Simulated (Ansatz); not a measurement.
## Al2H2 (H-bridged), singlet: vertical spin and charge gaps

Geometry (PBE0/def2-TZVP stationary point for this spin, not checked as a minimum):

```xyz
4

Al    0.0000    0.0925    1.2647
Al    0.0000   -0.0193   -1.3669
H     0.0000   -0.6882    2.6804
H     0.0000   -1.2711    0.0548
```

Basis 6-31G; Ansatz 0.2.0. Correlated methods freeze the noble-gas cores. Prefix R: restricted or restricted open-shell reference. Active spaces: valence = (8e, 10o) chosen from the atoms' valence shells.

Gaps are energies of the second state less the first, at fixed atoms, for a selection of the levels run; each method lands on the state that its own search finds for that charge and spin.

Question: PBE gives 0.765 eV for triplet less singlet. Estimate what full CI gives in 6-31G.

Answer: Full CI in 6-31G gives 0.807 eV, so against it PBE is off by -0.042 eV.

```
                   level  gap (eV)  error (meV)
                    RMP2     0.862           55
                    CISD     0.814            7
                 BCCD(T)     0.819           12
                  RCCSDT     0.806           -1
                  CISDTQ     0.805           -2
  MRCISD (valence space)     0.807            0
MRCISD+Q (valence space)     0.806           -1
                    PBE0     0.813            6
                 wB97M-V     1.182          375
```

Removing an electron, to the doublet: 6.986 eV at full CI (singlet A', doublet ion A', in Cs).

| level | gap (eV) | error (meV) |
| --- | --- | --- |
| RHF | 6.787 | -199 |
| RMP2 | 7.018 | 32 |
| CISD | 6.933 | -53 |
| RCCSD | 6.960 | -26 |
| RCCSD(T) | 6.979 | -7 |
| BCCD(T) | 6.980 | -6 |
| RCCSDT | 6.982 | -4 |
| CISDTQ | 6.980 | -6 |
| RCCSDT(Q) | 6.984 | -2 |
| RCCSDTQ | 6.986 | 0 |
| CASSCF (valence space) | 6.745 | -241 |
| NEVPT2 (valence space) | 6.909 | -77 |
| MRCISD (valence space) | 6.975 | -11 |
| MRCISD+Q (valence space) | 6.983 | -3 |
| PBE | 7.522 | 536 |
| PBE0 | 7.533 | 547 |
| B3LYP | 7.578 | 592 |
| wB97M-V | 7.541 | 555 |
| B2PLYP | 7.343 | 357 |
| RPA-PBE | 7.165 | 179 |

In so small a basis the reference is far from its limit while semilocal and hybrid functionals are nearer theirs (RPA and double hybrids share much of the reference's basis error), so the functionals' errors here hold much of the reference's basis and frozen-core error, which can add to them or hide them.

Full CI is exact within this basis and frozen core; it isn't the basis-set limit.
